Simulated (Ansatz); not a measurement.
```yaml
crystal:
  periodic: [false, false, false]
  atoms:
    - {symbol: C, position_ang: [-0.232493, -0.185651, -0.764286]}
    - {symbol: Al, position_ang: [0.239766, 0.501582, 0.957014]}
    - {symbol: S, position_ang: [0.528854, -1.511881, 0.378437]}
    - {symbol: H, position_ang: [-1.254360, -0.440929, -1.033998]}
    - {symbol: H, position_ang: [0.382441, -0.029699, -1.647268]}
    - {symbol: H, position_ang: [0.377894, 1.602579, 2.064003]}
basis:
  gaussian: {orbitals: cc-pVDZ}
total_charge: 4
hamiltonian: {xc: {name: CAM-B3LYP}}
```

```sh
$ ansatz run in.yaml --threads 2 --pin off --events-out ev --progress --plain --max-ram 4352MiB
```

Output, abridged:

```
Functional definition: CAM-B3LYP
635 factors; integrals over basis functions are off by at most 1.1e-3 eV
236 factors; integrals over basis functions are off by at most 1.2e-5 eV
mean field evaluation 1: about -18396.8559 eV, gradient 1.1e2 eV
mean field evaluation 2: about -18278.9079 eV, gradient 1.5e2 eV
mean field evaluation 4: about -18430.4528 eV, gradient 3.8e1 eV
mean field evaluation 8: about -18436.3545 eV, gradient 8.3e-1 eV
mean field evaluation 16: about -18436.4436 eV, gradient 2.3e-3 eV
mean field -18436.44361049 eV, -677.5268060153 hartree, gradient 1.9e-5 eV, S^2 0.000000; 2 other end points of the search recorded, 0 dependent functions left out
reference -18436.44370863 eV, -677.5268096216 hartree; 17, 17 occupied and 48, 48 virtual orbitals, 635 factors
Total energy: -18436.44370863 eV, -677.5268096216 hartree
```

Q: What is wrong with this run?

A: The charge is far from anything that the molecule holds. Self-consistency was reached. The result belongs to that input, not to the molecule as meant.
